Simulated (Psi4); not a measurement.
# doublet HCl+: levels of theory compared

Aim: a comparison of 3 runs (UCAM-B3LYP/def2-TZVPPD, USVWN5/def2-TZVPPD, UCCSD(T)/def2-TZVPPD) of doublet HCl+. 

The results are computed with Psi4 1.11.

1 further run of the same task is left out (it didn't finish).

### Step 1. Starting point

HCl+ has 2 atoms, charge +1, and is taken as a doublet. SMILES of the parent species: `Cl`. The coordinates come from a PBE0-D4/def2-TZVP relaxation. That shape belongs to the parent species and isn't relaxed for this state.

Bond lengths: Cl1–H2 1.279 Å.

### Step 2. A single-point energy at UCAM-B3LYP/def2-TZVPPD (run 1)

Contents of clh.xyz:

```xyz
2
ClH
Cl     0.546000    -0.178500     0.280800
H     -0.546000     0.178500    -0.280800
```

Contents of run_ase.py:

```python
import numpy as np
from ase.calculators.psi4 import Psi4
from ase.io import read

atoms = read('clh.xyz')
calc = Psi4(atoms=atoms, method='cam-b3lyp', basis='def2-TZVPPD', memory='1600MB', num_threads=1, charge=1, multiplicity=2, label='clh', reference='uks')
calc.psi4.set_options({'puream': True, 'e_convergence': 1e-09, 'd_convergence': 1e-08, 'scf_type': 'pk', 'dft_radial_points': 99, 'dft_spherical_points': 590, 'maxiter': 100})
atoms.calc = calc

print(f'energy: {atoms.get_potential_energy():.6f} eV')
```

Launch:

```bash
python run_ase.py
```

clh.dat:

```text
[...]
  Running in c1 symmetry.
[...]
  Nuclear repulsion =    7.034776949773978
[...]
  Multiplicity = 2
[...]
  Nalpha       = 9
  Nbeta        = 8
[...]
    Number of basis functions: 68
[...]
   @UKS iter   1:  -460.34467275076270    3.47752e-01   2.94572e-03 ADIIS/DIIS
[...]
   @UKS iter  11:  -460.36417302287845   -2.16005e-12   2.39998e-09 DIIS
[...]
   @S^2 Observed:                7.537349821E-01
[...]
    Orbital Energies [Eh]
    ---------------------
    Alpha Occupied:
       1A   -102.060365     2A     -9.986050     3A     -7.758657
       4A     -7.742897     5A     -7.733879     6A     -1.347749
       7A     -0.918848     8A     -0.842955     9A     -0.784677
    Alpha Virtual:
      10A     -0.256651    11A     -0.147224    12A     -0.110572
      13A     -0.107855    14A     -0.102528    15A     -0.090908
      16A     -0.077203    17A     -0.060881    18A     -0.059259
      19A      0.050230    20A      0.063201    21A      0.088403
      22A      0.096683    23A      0.206572    24A      0.235706
      25A      0.258063    26A      0.279973    27A      0.280925
[...]
  @UKS Final Energy:  -460.36417302287845
   => Energetics <=
    Nuclear Repulsion Energy =              7.0347769497739776
    One-Electron Energy =                -642.4268214734413505
    Two-Electron Energy =                 196.6944692092328637
    DFT Exchange-Correlation Energy =     -21.6665977084439874
    Empirical Dispersion Energy =           0.0000000000000000
    VV10 Nonlocal Energy =                  0.0000000000000000
    Total Energy =                       -460.3641730228784468
[...]
 Multipole Moments:
 ------------------------------------------------------------------------------------
     Multipole            Electronic (a.u.)      Nuclear  (a.u.)        Total (a.u.)
 ------------------------------------------------------------------------------------
 L = 1.  Multiply by 2.5417464519 to convert [e a0] to [Debye]
 Dipole X            :          0.4777744           -1.0230426           -0.5452681
 Dipole Y            :         -0.1561955            0.3344562            0.1782607
 Dipole Z            :          0.2457126           -0.5261362           -0.2804236
 Magnitude           :                                                    0.6385387
[...]
```

Standard output:

```text
energy: -12527.147224 eV
```

It took 9.6 s on 1 thread of Intel Xeon Platinum 8259CL at 2.50GHz (Skylake/Cascade Lake), shared host; peak memory 0.49 GiB.

### Step 3. A single-point energy at USVWN5/def2-TZVPPD (run 2)

clh.xyz is that of step 2.

Contents of calc.py:

```python
import psi4

psi4.set_memory(1600000000)
psi4.set_num_threads(1)
psi4.core.set_output_file('output.dat', False)

with open('clh.xyz') as f:
    atoms = ''.join(f.readlines()[2:])
mol = psi4.geometry('1 2\n' + atoms + 'symmetry c1')

options = {'basis': 'def2-TZVPPD', 'reference': 'uks', 'puream': True, 'e_convergence': 1e-09, 'd_convergence': 1e-06, 'scf_type': 'pk', 'dft_radial_points': 99, 'dft_spherical_points': 590, 'maxiter': 150, 'level_shift': 0.3, 'level_shift_cutoff': 1e-09}
psi4.set_options(options)

e_tot = psi4.energy('scf', dft_functional={"name": "SVWN5", "x_functionals": {"LDA_X": {}}, "c_functionals": {"LDA_C_VWN": {}}})
print('E =', round(e_tot, 9))
for k, v in sorted(psi4.core.scalar_variables().items()):
    print(f'{k:45s} {v:18.10f}')
```

Launch:

```bash
python calc.py
```

output.dat:

```text
[...]
  Running in c1 symmetry.
[...]
  Nuclear repulsion =    7.034776949773979
[...]
  Multiplicity = 2
[...]
  Nalpha       = 9
  Nbeta        = 8
[...]
    Number of basis functions: 68
[...]
   @UKS iter   1:  -458.83535367519369    3.97848e-01   2.62032e-03 ADIIS/DIIS/SHIFT
[...]
   @UKS iter  10:  -458.84414238463995   -1.73145e-10   5.49766e-08 DIIS/SHIFT
[...]
   @S^2 Observed:                7.517294388E-01
[...]
    Orbital Energies [Eh]
    ---------------------
    Alpha Occupied:
       1A   -100.759691     2A     -9.589990     3A     -7.456397
       4A     -7.443107     5A     -7.431979     6A     -1.185755
       7A     -0.807893     8A     -0.726314     9A     -0.675785
    Alpha Virtual:
      10A     -0.042842    11A      0.100485    12A      0.122999
      13A      0.141690    14A      0.164452    15A      0.165158
      16A      0.168607    17A      0.174397    18A      0.181443
      19A      0.311249    20A      0.329000    21A      0.350500
      22A      0.358130    23A      0.454251    24A      0.462351
      25A      0.480711    26A      0.493013    27A      0.493891
[...]
  @UKS Final Energy:  -458.84414238463995
   => Energetics <=
    Nuclear Repulsion Energy =              7.0347769497739794
    One-Electron Energy =                -642.3148124863082558
    Two-Electron Energy =                 203.1787522259140815
    DFT Exchange-Correlation Energy =     -26.7428590740197976
    Empirical Dispersion Energy =           0.0000000000000000
    VV10 Nonlocal Energy =                  0.0000000000000000
    Total Energy =                       -458.8441423846399516
[...]
 Multipole Moments:
 ------------------------------------------------------------------------------------
     Multipole            Electronic (a.u.)      Nuclear  (a.u.)        Total (a.u.)
 ------------------------------------------------------------------------------------
 L = 1.  Multiply by 2.5417464519 to convert [e a0] to [Debye]
 Dipole X            :         -0.0000000            0.0000000           -0.0000000
 Dipole Y            :         -0.0000000           -0.0000000           -0.0000000
 Dipole Z            :          0.5586703           -1.1980385           -0.6393682
 Magnitude           :                                                    0.6393682
[...]
```

Standard output:

```text
E = -458.844142385
CURRENT ENERGY                                   -458.8441423846
CURRENT REFERENCE ENERGY                         -458.8441423846
DD SOLVATION ENERGY                                 0.0000000000
DFT FUNCTIONAL TOTAL ENERGY                      -458.8441423846
DFT TOTAL ENERGY                                 -458.8441423846
DFT VV10 ENERGY                                     0.0000000000
DFT XC ENERGY                                     -26.7428590740
GRID ELECTRONS ALPHA                                9.0000000001
GRID ELECTRONS BETA                                 8.0000000002
GRID ELECTRONS TOTAL                               17.0000000003
NUCLEAR REPULSION ENERGY                            7.0347769498
ONE-ELECTRON ENERGY                              -642.3148124863
PCM POLARIZATION ENERGY                             0.0000000000
PE ENERGY                                           0.0000000000
SCF ITERATION ENERGY                             -458.8441423846
SCF ITERATIONS                                     10.0000000000
SCF TOTAL ENERGY                                 -458.8441423846
TWO-ELECTRON ENERGY                               203.1787522259
XC GRID RADIAL POINTS                              99.0000000000
XC GRID SPHERICAL POINTS                          590.0000000000
XC GRID TOTAL POINTS                           113696.0000000000
```

It took 6.3 s on 1 thread of Intel Xeon Platinum 8259CL at 2.50GHz (Skylake/Cascade Lake), shared host; peak memory 0.31 GiB.

### Step 4. A single-point energy at UCCSD(T)/def2-TZVPPD (run 3)

Contents of input.inp:

```
memory 1600 mb

molecule m {
  1 2
  Cl     0.546000    -0.178500     0.280800
  H     -0.546000     0.178500    -0.280800
  units angstrom
  symmetry c1
}

set basis def2-TZVPPD
set reference uhf
set puream true
set e_convergence 1e-09
set d_convergence 1e-08
set scf_type pk
set num_frozen_docc 5
set maxiter 100

energy('ccsd(t)')
```

Launch:

```bash
psi4 input.inp input.out -n 1
```

input.out:

```text
[...]
  Running in c1 symmetry.
[...]
  Nuclear repulsion =    7.034776949773979
[...]
  Multiplicity = 2
[...]
  Nalpha       = 9
  Nbeta        = 8
[...]
    Number of basis functions: 68
[...]
   @UHF iter   1:  -459.63171073205683    2.82840e-01   3.62601e-03 DIIS/ADIIS
[...]
   @UHF iter  13:  -459.67644102248465   -9.66338e-13   1.88376e-09 DIIS
[...]
   @S^2 Observed:                7.618624919E-01
[...]
    Orbital Energies [Eh]
    ---------------------
    Alpha Occupied:
       1A   -105.301751     2A    -11.023147     3A     -8.509565
       4A     -8.485213     5A     -8.483343     6A     -1.557523
       7A     -1.008914     8A     -0.952251     9A     -0.871379
    Alpha Virtual:
      10A     -0.162662    11A     -0.087421    12A     -0.080501
      13A     -0.077185    14A     -0.072756    15A     -0.021658
      16A     -0.004634    17A      0.013420    18A      0.014856
      19A      0.104287    20A      0.113437    21A      0.138475
      22A      0.149353    23A      0.280733    24A      0.330023
      25A      0.360763    26A      0.384534    27A      0.406832
[...]
  @UHF Final Energy:  -459.67644102248465
   => Energetics <=
    Nuclear Repulsion Energy =              7.0347769497739794
    One-Electron Energy =                -642.2447804816803227
    Two-Electron Energy =                 175.5335625094216425
    Total Energy =                       -459.6764410224846529
  UHF NO Occupations:
  HONO-2 :    7  A 1.9996110
  HONO-1 :    8  A 1.9947328
[...]
 Multipole Moments:
 ------------------------------------------------------------------------------------
     Multipole            Electronic (a.u.)      Nuclear  (a.u.)        Total (a.u.)
 ------------------------------------------------------------------------------------
 L = 1.  Multiply by 2.5417464519 to convert [e a0] to [Debye]
 Dipole X            :          0.0000000            0.0000000            0.0000000
 Dipole Y            :         -0.0000000           -0.0000000           -0.0000000
 Dipole Z            :          0.5409113           -1.1980385           -0.6571272
 Magnitude           :                                                    0.6571272
[...]
      * MP2 total energy                      = -459.837979609690706
[...]
      * CCSD total energy                     = -459.863714897562659
[...]
      * CCSD(T) total energy                     = -459.869700979757170
[...]
```

Wall time 15 s (1 thread of Intel Xeon Platinum 8259CL at 2.50GHz (Skylake/Cascade Lake), shared host); peak memory 0.4 GiB.

### Step 5. All runs side by side

```tsv
run	level	density convergence threshold	iteration cap	energy (Eh)	HOMO energy (eV)	LUMO energy (eV)	⟨S²⟩	wall time
1	UCAM-B3LYP/def2-TZVPPD	1e-08	100	-460.364173	-20.89	-14.67	0.754	9.6 s
2	USVWN5/def2-TZVPPD	1e-06	150	-458.844142	-17.88	–	0.752	6.3 s
3	UCCSD(T)/def2-TZVPPD	1e-08	100	-459.869701	-23.04	-10.29	0.762	15 s
```

### Step 6. Results

| quantity | value |
| --- | --- |
| run 3: total energy | -459.86970 Eh |
| run 3: HOMO energy (Hartree–Fock orbitals) (highest over α and β) | -23.04 eV |
| run 3: LUMO energy (Hartree–Fock orbitals) (lowest over α and β) | -10.29 eV |
| run 3: correlation energy (5 core orbitals frozen) | -193.3 mEh |
| run 3: (T) correction | -5.99 mEh |
| run 3: ⟨S²⟩ of the reference determinant | 0.762 |
| run 3: T1 diagnostic | 0.013 |

In words: Totals of different functionals can't be ranked against each other. All runs together took 31 s, the longest 15 s.
